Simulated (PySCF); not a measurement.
Isomers of C3H2Cl2O, one GFN2-xTB conformer each. Single-point energies are computed at PBE0/pcSseg-1 (PySCF, gas phase, no added dispersion term), electronic only.

Question: Rank them by PBE0/pcSseg-1 energy, lowest first (kcal/mol).
A. `[O:1]=[C:2]([Cl:3])/[CH:4]=[CH:5]/[Cl:6]` with O1–C2–C4–C5 0°
B. `[CH2:1]=[C:2]([Cl:3])[C:4](=[O:5])[Cl:6]` with C1–C2–C4–O5 0°
C. `[O:1]=[C:2]=[C:3]([Cl:4])[CH2:5][Cl:6]` with C2–C3–C5–Cl6 91°

Answer: A (0.0), B (5.4), C (18.7).

As drawn, the highest has cumulated double bonds, which the lowest lacks. GFN2-xTB itself gives, in the same order: 0.0, 3.2, 11.2. Both levels put the same isomer lowest; measured from each level's own lowest isomer, the values differ by up to 7.5 kcal/mol (O=C=C(Cl)CCl: 11.2 against 18.7).

Question: Which frontier levels, dipoles and rotational constants go with these structures?

Answer: 
```json
{"SMILES": "O=C(Cl)/C=C/Cl", "HOMO (eV, PBE0/pcSseg-1)": "-8.52", "LUMO (eV)": "-2.62", "dipole (D)": "2.40", "A, B, C (MHz)": "7183, 903.3, 802.4"}
{"SMILES": "C=C(Cl)C(=O)Cl", "HOMO (eV, PBE0/pcSseg-1)": "-8.35", "LUMO (eV)": "-2.64", "dipole (D)": "2.51", "A, B, C (MHz)": "3167, 2152, 1281"}
{"SMILES": "O=C=C(Cl)CCl", "HOMO (eV, PBE0/pcSseg-1)": "-7.26", "LUMO (eV)": "-2.48", "dipole (D)": "1.83", "A, B, C (MHz)": "2819, 1583, 1114"}
```

Question: As an exercise, what shares would exp(−E/RT) give at 2000 K from these electronic energies alone (no entropy, no degeneracies)?

Answer: RT = 3.974 kcal/mol: O=C(Cl)/C=C/Cl 78.9 %, C=C(Cl)C(=O)Cl 20.3 %, O=C=C(Cl)CCl 0.7 %.
